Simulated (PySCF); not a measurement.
Simulated C 1s region for `C=C1C=C1Cl`, binding energy against the vacuum level.

Every computed line was given a Gaussian of 0.7 eV full width at half maximum and an area set by the number of equivalent atoms; the highest printed point is 100. Method used: delta-SCF UKS SCAN, pcX-2 on the ionised atom, pcseg-1 elsewhere, spin-free X2C (PySCF).

binding energy (eV), intensity and a bar:
```
    288.5          0 
    288.6          0 
    288.7          1 
    288.8          2 #
    288.9          5 ##
    289.0         10 ###
    289.1         18 #####
    289.2         27 ########
    289.3         38 ###########
    289.4         46 ##############
    289.5         51 ###############
    289.6         50 ###############
    289.7         43 #############
    289.8         34 ##########
    289.9         24 #######
    290.0         15 ####
    290.1          8 ##
    290.2          4 #
    290.3          2 #
    290.4          2 
    290.5          3 #
    290.6          6 ##
    290.7         12 ###
    290.8         22 #######
    290.9         37 ###########
    291.0         56 #################
    291.1         75 #######################
    291.2         92 ############################
    291.3        100 ##############################
    291.4         98 #############################
    291.5         86 ##########################
    291.6         67 ####################
    291.7         47 ##############
    291.8         31 #########
    291.9         19 ######
    292.0         13 ####
    292.1         12 ####
    292.2         17 #####
    292.3         25 #######
    292.4         35 ##########
    292.5         44 #############
    292.6         50 ###############
    292.7         51 ###############
    292.8         46 ##############
    292.9         37 ###########
    293.0         27 ########
    293.1         17 #####
    293.2         10 ###
    293.3          5 ##
    293.4          2 #
    293.5          1 
    293.6          0 
    293.7          0
```

Problem. How many maxima does the curve show, and how many computed lines lie under it?

Solution. The curve has 3 maxima (at 289.5, 291.3 and 292.7 eV). Under it lie 4 lines from 4 inequivalent carbon sites. At this width some lines have no maximum of their own.

Problem. Decompose the envelope and assign each component. Numbering: `[CH2:1]=[C:2]1[CH:3]=[C:4]1[Cl:5]`.

Solution. 
```
position (eV)  relative area  line  atoms                      environment
       289.53              1  C 1s     C1             terminal =CH2 carbon
       291.27              1  C 1s     C3                 alkene CH carbon
       291.38              1  C 1s     C2  fully substituted alkene carbon
       292.66              1  C 1s     C4              vinylic C–Cl carbon
```

Lowest listed C 1s: C1, bonded to C (double bond) and 2 H. Highest, 3.13 eV above it: C4, bonded to Cl, C (double bond) and C. The widest gap between neighbouring values is 1.74 eV, between 289.53 and 291.27 eV. Summing the Pauling electronegativity differences to the bonded atoms, each weighted by its formal bond order, gives -0.70 for the lowest site and +0.61 for the highest; no listed site has a larger sum than the highest.

Shake-up satellites, vibrational structure and lifetime widths aren't simulated. The unrestricted hole states depart most from a pure doublet (⟨S²⟩ = 0.75; over 0.85 named) for C 1s of C2 (0.87), C 1s of C3 (0.88) and C 1s of C4 (0.99), which makes these values less certain. Isolated species at its PBE0-D3(BJ)/def2-SVP geometry, gas phase.
